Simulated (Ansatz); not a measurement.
How methods differ on AlH3 (SMILES [AlH3])

AlH3: 4 atoms, total charge 0, spin state singlet. As SMILES, `[AlH3]`. The shape was relaxed beforehand at r2SCAN/def2-SVP.

Each level gives the adiabatic ionisation energy (to the doublet cation, shapes relaxed at r2SCAN/def2-SVP, no zero-point term) (eV). The values are calculated.

| level | kind | program | value (eV) |
| --- | --- | --- | --- |
| HF/def2-TZVPP | Hartree–Fock | Ansatz | 9.78 |
| BLYP/def2-TZVPP | GGA | Ansatz | 10.21 |
| PBE/def2-TZVPP | GGA | Ansatz | 10.22 |
| r2SCAN/def2-TZVPP | meta-GGA | Ansatz | 10.27 |
| PBE0-D4/def2-TZVPP | global hybrid | Ansatz | 10.34 |
| CAM-B3LYP/def2-TZVPP | range-separated hybrid | Ansatz | 10.50 |
| B2PLYP/def2-TZVPP | double hybrid | Ansatz | 10.42 |
| MP2/def2-TZVPP | perturbation theory | Ansatz | 10.47 |

The values span 9.78 to 10.50 eV.
